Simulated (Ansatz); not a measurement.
# One shape, several levels: HNO (SMILES N=O)

We compute a comparison of 6 runs (HF/STO-3G, UHF/STO-3G, CAM-B3LYP/STO-3G, UPBE0/STO-3G, wB97M-V/STO-3G, UCCSD(T)/STO-3G) of HNO. 

The calculation is run with Ansatz 0.2.0.

50 further runs of the same task are left out: 1 that didn't finish, 49 set aside as unsound or not needed.

### 1 Starting point

HNO has 3 atoms, charge 0, and is taken as a singlet. SMILES: `N=O`. The H3–N1 distance was set to 2.658 Å, away from the relaxed value. At this shape a bond of the SMILES string is far longer than usual.

Bond lengths: N1–O2 1.190 Å.

### 2 A single-point energy at HF/STO-3G (run 1)

File run.yaml:

```yaml
crystal:
  periodic: [false, false, false]
  atoms:
    - {symbol: "N", position_ang: [-0.001850, 1.846946, 0.216125]}
    - {symbol: O, position_ang: [1.037150, 1.931356, 0.789785]}
    - {symbol: H, position_ang: [-0.471600, -0.709980, -0.339350]}
basis:
  gaussian:
    orbitals: STO-3G
hamiltonian:
  xc: hf
accuracy: high
```

Started as:

```sh
$ ansatz run run.yaml --threads 1 --pin off --max-ram 3480MiB --events-out events.jsonl --progress --plain --runs-dir runs
```

The program printed:

```text
Warning: RAYON_NUM_THREADS=1 ignored (pool sized by the plan → 1); use --threads N
Functional definition: HF
  name "HF"
  exchange = exact_x
  correlation = 0
167 factors; integrals over basis functions are off by at most 3.1e-8 eV
mean field evaluation 1: about -3470.8842 eV, gradient 1.3e1 eV
mean field evaluation 2: about -3470.8923 eV, gradient 1.3e1 eV
mean field evaluation 4: about -3476.4769 eV, gradient 8.0e0 eV
mean field evaluation 8: about -3476.6009 eV, gradient 7.5e0 eV
mean field evaluation 16: about -3477.0910 eV, gradient 4.8e-8 eV
mean field evaluation 32: about -3474.9556 eV, gradient 2.1e0 eV
mean field -3477.09101881 eV, -127.7807380842 hartree, gradient 4.8e-8 eV, S^2 0.000000; 1 other end points of the search recorded, 0 dependent functions left out
reference -3477.09101881 eV, -127.7807380842 hartree; 8, 8 occupied and 3, 3 virtual orbitals, 167 factors
Total energy: -3477.09101881 eV, -127.7807380842 hartree
```

Run time: 0.08 s. Hardware: 1 thread of AMD EPYC 7R43 (Zen 3), shared host.

### 3 The energy at UHF/STO-3G (run 2)

File in.yaml:

```yaml
crystal:
  periodic: [false, false, false]
  atoms:
    - {symbol: "N", position_ang: [-0.001850, 1.846946, 0.216125]}
    - {symbol: O, position_ang: [1.037150, 1.931356, 0.789785]}
    - {symbol: H, position_ang: [-0.471600, -0.709980, -0.339350]}
basis:
  gaussian:
    orbitals: STO-3G
magnetization:
  spin_polarized: true
  initial_magnetization: 0
hamiltonian:
  xc: hf
accuracy: high
```

Started as:

```sh
$ ansatz run in.yaml --threads 1 --pin off --max-ram 3480MiB --events-out events.jsonl --progress --plain --runs-dir runs
```

The program printed, shortened:

```text
Warning: RAYON_NUM_THREADS=1 ignored (pool sized by the plan → 1); use --threads N
[... 2 set-up lines as earlier in the session ...]
[...]
167 factors; integrals over basis functions are off by at most 3.1e-8 eV
[...]
mean field -3483.26742204 eV, -128.0077167165 hartree, gradient 1.2e-8 eV, S^2 1.375547; 8 other end points of the search recorded, 0 dependent functions left out
reference -3483.26742204 eV, -128.0077167165 hartree; 8, 8 occupied and 3, 3 virtual orbitals, 167 factors
Total energy: -3483.26742204 eV, -128.0077167165 hartree
```

It took 0.2 s on 1 thread of AMD EPYC 7R43 (Zen 3), shared host.

Runs 3 to 5 aren't shown in full; the table further down has their settings and results.

### 4 The energy at UCCSD(T)/STO-3G (run 6)

File job.yaml:

```yaml
basis:
  gaussian:
    orbitals: STO-3G
crystal:
  periodic: [false, false, false]
  atoms:
    - {symbol: N, position_ang: [-0.001850, 1.846946, 0.216125]}
    - {symbol: O, position_ang: [1.037150, 1.931356, 0.789785]}
    - {symbol: H, position_ang: [-0.471600, -0.709980, -0.339350]}
magnetization:
  spin_polarized: true
correlation:
  method: ccsd_t
  frozen_orbitals: {H: 0, "N": 1, O: 1}
accuracy: high
scf:
  omitted_lower_state_checks: [cluster_reference, increment]
```

Started as:

```sh
$ ansatz run job.yaml --threads 1 --pin off --max-ram 3480MiB --events-out events.jsonl --progress --plain --runs-dir runs
```

The program printed, shortened:

```text
Warning: RAYON_NUM_THREADS=1 ignored (pool sized by the plan → 1); use --threads N
[... 2 set-up lines as earlier in the session ...]
[...]
167 factors; integrals over basis functions are off by at most 3.1e-8 eV
[...]
mean field -3483.26742204 eV, -128.0077167165 hartree, gradient 1.2e-8 eV, S^2 1.375547; 15 other end points of the search recorded, 0 dependent functions left out
2 core orbitals not correlated: weight in the atoms' cores, before any rotation towards them, 1.000 or more for the frozen orbitals, at most 0.000 for the correlated occupied ones
reference -3483.26742204 eV, -128.0077167165 hartree; 6, 6 occupied and 3, 3 virtual orbitals, 167 factors
second order -2.09780137 eV of doubles, -0.00000000 eV of singles
cycle   1  -2.37616938 eV  change   -2.8e-1 eV  update   9.9e-2
[...]
cycle  36  -3.48470747 eV  change   1.3e-10 eV  update  4.4e-10
perturbative correction -0.04488927 eV, -0.0016496501 hartree
Total energy: -3486.79701878 eV, -128.1374270042 hartree
Checks for a lower state left out: cluster_reference, increment
```

Run time: 0.57 s. Hardware: 1 thread of AMD EPYC 7R43 (Zen 3), shared host.

### 5 Overview of the runs

```
run             level  frozen core orbitals  energy (Eh)  wall time
  1         HF/STO-3G                     –  -127.780738     0.08 s
  2        UHF/STO-3G                     –  -128.007717      0.2 s
  3  CAM-B3LYP/STO-3G                     –  -128.445418      0.5 s
  4      UPBE0/STO-3G                     –  -128.485367      2.1 s
  5    wB97M-V/STO-3G                     –  -128.510349      3.6 s
  6   UCCSD(T)/STO-3G                     2  -128.137427     0.57 s
```

### 6 What came out

| quantity | value |
| --- | --- |
| run 6: total energy | -128.13743 Eh |
| run 6: correlation energy (2 core orbitals frozen) | -129.7 mEh |
| run 6: (T) correction | -1.65 mEh |
| run 6: ⟨S²⟩ of the reference determinant | 1.376 |
| run 6: T1 diagnostic | 0.080 |

In words: Totals of different functionals can't be ranked against each other. In runs 1, 2, 3, 4, 5, 6 the basis is minimal, so the values are rough. In runs 1, 3, 5 a closed-shell determinant meets a far-stretched bond, which it describes badly. Spin contamination of the reference: run 2 ⟨S²⟩ = 1.38, run 6 ⟨S²⟩ = 1.38, run 4 ⟨S²⟩ = 0.99. Where it is this large, the reference is a mixture of spin states, and values that rest on it are in doubt. All runs together took 7.1 s, the longest 3.6 s.
